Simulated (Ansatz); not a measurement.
# BH (quintet): wave-function methods side by side, aug-cc-pVDZ

Aim: climb from Hartree-Fock through coupled cluster for BH (quintet) at one geometry and basis, and see what each rung misses.

Program: Ansatz 0.2.0, Gaussian basis. Level of theory: aug-cc-pVDZ, correlated electrons: outside noble gas. These are calculated values, not measurements.

Plan: UHF; CCSD(T) on ROHF; CCSD(T) on UHF; BCCD(T) on ROHF; CISD; CCSDT(Q) on ROHF; CCSDT(Q) on UHF; Full CI.

### 1 What is computed

The geometry is a PBE0/def2-TZVPD stationary point (not a proven minimum) of the parent state, kept for this charge and spin.

2 atoms, charge 0, spin multiplicity 5.

Atoms are counted from 1 here; the program's logs count them from 0.

Bond lengths: B1–H2 1.206 Å.

In the tables R marks a restricted open-shell determinant and U an unrestricted one; correlation energies count from the lowest restricted Hartree-Fock solution.

### 2 UHF

File in.yaml:

```yaml
crystal:
  periodic: [false, false, false]
  atoms:
    - {symbol: B, position_ang: [0.000000, 0.000000, 0.000000]}
    - {symbol: H, position_ang: [0.000000, 0.000000, 1.205800]}
basis:
  gaussian: {orbitals: aug-cc-pVDZ}
magnetization: {spin_polarized: true, initial_magnetization: 4}
hamiltonian: {xc: hf}
output: {orbitals: {seedname: orbitals}}
```

On the command line:

```sh
$ ansatz run in.yaml --threads 1 --pin off --events-out ev --progress --plain --max-ram 2393MiB
```

After this run come: CCSD(T) on ROHF; CCSD(T) on UHF; BCCD(T) on ROHF; CISD; CCSDT(Q) on ROHF; CCSDT(Q) on UHF; Full CI.

**Question.** What will the summary of the whole plan be? Wanted: correlation energy, FCI; RMP2 from FCI; UMP2 from FCI; RCCSD from FCI; RCCSD(T) from FCI; UCCSD(T) from FCI; RCCSDT(Q) from FCI; UCCSDT(Q) from FCI; T1 diagnostic.

The runs gave:

```
                                      quantity                                                                                  value
                       correlation energy, FCI                                                                             -0.6649 eV
                                 RMP2 from FCI                                                                           +18.5 kJ/mol
                                 UMP2 from FCI                                                                           +18.4 kJ/mol
                                RCCSD from FCI                                                                            +0.7 kJ/mol
                             RCCSD(T) from FCI                                                                            +0.2 kJ/mol
                             UCCSD(T) from FCI                                                                            +0.1 kJ/mol
                            RCCSDT(Q) from FCI                                                                             0.0 kJ/mol
                            UCCSDT(Q) from FCI                                                                            -0.1 kJ/mol
levels of the table within 1 kcal/mol (43 meV)  CISD, RCCSD, UCCSD, RCCSD(T), UCCSD(T), BCCD(T), RCCSDT, UCCSDT, RCCSDT(Q), UCCSDT(Q)
                                 T1 diagnostic                                                                                  0.007
                effectively unpaired electrons                                                                                   4.00
```

**Reading.** RCCSD(T) lands +0.2 kJ/mol from the yardstick (0.3 % of the correlation energy). One determinant dominates. These misses are within one basis, not against nature; the frozen cores of restricted and unrestricted runs differ, which can shift their rows.
